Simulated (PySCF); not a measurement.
**How the functional moves excitation energies**

Ethenimine, C₂H₃N.
SMILES: `C=C=N`

Linear-response calculations in the def2-SVPD basis (PySCF; singlets by full response, triplets Tamm–Dancoff, core orbitals frozen in the response; HF means time-dependent Hartree–Fock). 'Strongest' is the level of largest summed f among the singlets computed (10 roots, of which the last may lack a degenerate partner); it can jump between rows when another state enters that window. S1 is the lowest singlet of each run and needn't be the same state throughout; f(S1) is that of one state. Geometry: PBE0-D3(BJ)/def2-SVP; no solvent, vibrations or thermal averaging.

```csv
functional,kind,S1 (eV),f(S1),strongest (eV),T1 (eV),HOMO (eV),gap (eV),"ionisation energy, ΔSCF (eV)"
LDA,LDA,4.56,0.001,8.98,4.17,-5.89,4.36,9.61
PBE,GGA,4.60,0.001,8.95,4.13,-5.75,4.42,9.37
B3LYP,"global hybrid, 20% exact exchange",4.66,0.001,9.01,4.22,-6.75,6.25,9.46
PBE0,"global hybrid, 25% exact exchange",4.72,0.001,9.18,4.24,-6.96,6.74,9.40
BHandHLYP,"global hybrid, 50% exact exchange",4.81,0.001,9.21,4.36,-8.05,9.02,9.33
CAM-B3LYP,range-separated hybrid,4.69,0.001,9.14,4.25,-8.29,9.26,9.48
wB97X-D,range-separated hybrid,4.72,0.001,9.03,4.32,-8.81,10.45,9.44
LC-wPBE,range-separated hybrid,4.74,0.001,9.23,4.27,-9.62,11.84,9.49
HF,Hartree–Fock,5.07,0.001,9.19,4.43,-9.71,12.29,not settled
```

S1 runs from 4.56 eV (LDA) to 5.07 eV (HF), a spread of 0.51 eV, while the orbital gap spreads over 7.9 eV. Along PBE (0%), B3LYP (20%), PBE0 (25%), BHandHLYP (50%), HF (100%) S1 rises with the share of exact exchange. −ε(HOMO) comes closest to its own ΔSCF ionisation energy with LC-wPBE (+0.13 eV) and misses most with LDA (-3.72 eV). 'Not settled' means that the ion's SCF failed to converge or may have ended in another state than the lowest.
